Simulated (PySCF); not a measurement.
Compound: SiF2 (triplet state).
Numbering: `[F:1][Si:2][F:3]`

Level of theory: UKS B3LYP, IGLO-III on F Si, non-relativistic, mean-field spin-orbit, GIAO in PySCF. Geometry: PBE0-D3(BJ)/def2-SVP; no solvent, vibrations or thermal averaging. This triplet need not be the ground state; the singlet was not compared here.

Principal values of hyperfine tensors in MHz (contact, dipolar and spin–orbit terms together), for some of the nuclei:

| atom | isotope | A1 | A2 | A3 | alike by the symmetry of this geometry |
| --- | --- | --- | --- | --- | --- |
| Si2 | 29Si | -1127.73 | -1023.99 | -961.66 | none |
| F1 | 19F | 34.55 | 211.10 | 316.66 | F3 |

Split each tensor into its isotropic and traceless parts, and turn a_iso into mT with g = 2.0000.

a_iso is a third of the trace, T = A − a_iso, and a(mT) = a(MHz)/(g × 13.996). The tensors hold a spin–orbit part: the run splits a_iso into a_FC + a_SO, and T includes its anisotropic share.

```json
{"atom": "Si2", "a_iso (MHz)": "-1037.79", "a_FC": "-1039.47", "a_SO": "1.68", "a_iso (mT)": "-37.075", "T1": "-89.94", "T2": "13.80", "T3": "76.14"}
{"atom": "F1", "a_iso (MHz)": "187.44", "a_FC": "186.19", "a_SO": "1.25", "a_iso (mT)": "6.696", "T1": "-152.88", "T2": "23.66", "T3": "129.22"}
```

What spin density at the nucleus of Si2 lies behind its contact coupling (g_N = -1.11058)?

a_FC = (2μ0/3) gₑ μB g_N μN ρ(0)/(2S·h) = 800.24 MHz × g_N × ρ(0)/(2S), with ρ in bohr⁻³. With a_FC = -1039.47 MHz and 2S = 2, ρ(0) = 2.339 bohr⁻³. The nuclear moment is negative, so coupling and spin density have opposite signs.

Which nucleus of the table has the largest anisotropic coupling, and what is its form?

F1: -152.9, 23.7, 129.2 MHz (the dipolar term alone has -154.5, 23.0, 131.4), rhombic: the two smaller values differ by 69 % of the largest.
